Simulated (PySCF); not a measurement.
Bonds (- single, = double, # triple, : aromatic): C1-N2 1.442 Å, N2-Si3 1.730 Å. C1 carries H4, H5, H6; N2 carries H7; Si3 carries H8, H9, H10.

Calculated, not measured (PySCF 2.14.0 with density-fitted response routines): shielding tensors at KT2/pcSseg-2 (GIAO), PBE0-D3(BJ)/def2-SVP structure. No solvent model, one computed conformer, equivalent nuclei averaged, non-relativistic Hamiltonian.

Scale: TMS for ¹³C (σ = 182.28 ppm) and ¹H (σ = 31.18 ppm) and ²⁹Si (σ = 350.99 ppm); ¹⁵N (σ = 260.12 ppm) against NH3 (reference shieldings calculated alike).

```json
{"atoms": "C1", "nucleus": "¹³C", "count": "1", "δ (ppm)": "35.2"}
{"atoms": "N2", "nucleus": "¹⁵N", "count": "1", "δ (ppm)": "10.0"}
{"atoms": "H7", "nucleus": "¹H", "count": "1", "δ (ppm)": "-0.36"}
{"atoms": "Si3", "nucleus": "²⁹Si", "count": "1", "δ (ppm)": "?"}
{"atoms": "H8/H9/H10", "nucleus": "¹H", "count": "3", "δ (ppm)": "?"}
{"atoms": "H4/H5/H6", "nucleus": "¹H", "count": "3", "δ (ppm)": "2.77"}
```

Problem. Complete the table.

Solution. 
- H8/H9/H10: 4.83 ppm, hydrogen on a silicon bonded to N
- Si3: -53.3 ppm, silicon bonded to N, 3 H

OH and NH positions are those of a molecule without intermolecular hydrogen bonds; in solution they move with solvent, concentration and temperature, and exchange usually removes their couplings. Shifts are as computed. Against solution values, carbons near 30 ppm lie about +3 ppm off and those near 130 ppm about -1 ppm. Of 1211 compounds with measured shifts, 218 miss one by over three times the rms of a fit or turn the order of signals round; such compounds aren't used in these exercises. Experimental scales use liquid or dissolved standards, which lie at an offset from isolated NH3 (liquid NH3: subtract about 20 ppm).
